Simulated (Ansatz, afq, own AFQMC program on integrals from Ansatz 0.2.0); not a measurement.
## Atomization energy of CH2, singlet, worked out

```xyz
3

C     0.0000   -0.1011    0.0000
H     0.0000    0.6021   -0.8621
H     0.0000    0.6021    0.8621
```

Basis cc-pVTZ. Noble-gas cores (and the filled d shells of Ga–Kr and In–Xe) are frozen. AFQMC by an in-house program on the Cholesky factors that Ansatz 0.2.0 writes for its CCSD(T) run. ph-AFQMC/CISD is guided by a CISD state made of CCSD amplitudes; releasing the constraint for a short imaginary time cuts its bias at the price of noise, slowly where states lie close. Error bars are statistical, one sigma.

Total energies in eV. CBS is CCSD(T) at the limit of def2-TZVPP/QZVPP (extrapolated itself); the highest rung of each member is named.

Cautions: CH₂ (singlet): higher spins were not checked, restricted determinant unstable towards unrestricted (UHF 497 meV lower, ⟨S²⟩ 0.72), the ph-AFQMC/CISD walk drifts between its halves (2.2 errors).

```csv
member,count,CCSD(T)/cc-pVTZ,highest rung in cc-pVTZ,which,CCSD(T)/CBS
C (triplet),+1,-1028.0669,-1028.0806,FCI,-1028.3149
H (doublet),+2,-13.6005,-13.6005,FCI,-13.6059
"CH₂, singlet",-1,-1062.9143,-1062.9415,CCSDT(Q),-1063.3753
```

**Question.** Work out the best estimate of the atomization energy: the CCSD(T)/CBS difference plus the step from CCSD(T) to the highest rung.

**Answer.** Sums with the counts: CCSD(T)/CBS 7.8486 eV, highest rung 7.6599 eV, CCSD(T)/cc-pVTZ 7.6464 eV. The step is 7.6599 − 7.6464 = 0.0135 eV, so the best estimate is 7.8486 + (0.0135) = 7.8621 eV = 758.6 kJ/mol. The basis set is worth 0.202 eV of it. Zero-point, core-correlation and spin–orbit terms aren't in it.

Best estimates are given only where the step beyond CCSD(T) is under 0.3 eV and no member's determinant is very poor (T1 over 0.05, or 0.07 for open shells, ⟨S²⟩ too high by 0.3, two states mixed), so the hardest cases are missing from such tables.

CCSDT and higher add their correlation energy to the determinant of the CCSD(T) run, since their own runs factorise the integrals more tightly (a shift of under 2 meV). Each member of a difference takes its own highest rung, so a best estimate needn't equal the limit plus the step of one row.
